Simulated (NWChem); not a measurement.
System: CHO cation

Here is an NWChem input.

```
start job
memory heap 200 mb stack 900 mb global 1100 mb
charge 1
geometry units angstroms noautoz
  C      0.000000     0.000000    -0.508590
  O      0.000000     0.000000     0.595818
  H      0.000000     0.000000    -1.619825
end
basis spherical
  * library def2-svp
end
dft
  xc b3lyp
  iterations 150
  mulliken
end
task dft energy
```

The geometry was optimised at PBE0/def2-SVP.

Question: What results follow from this input? (B3LYP/def2-SVP.) Quantities: basis functions; energy (Ha); highest occupied level (eV); orbital gap (eV).

Answer: 
```json
{
 "number_of_basis_functions": "33",
 "energy (Ha)": "-113.46",
 "highest occupied level (eV)": "-22.65",
 "orbital gap (eV)": "12.18"
}
```
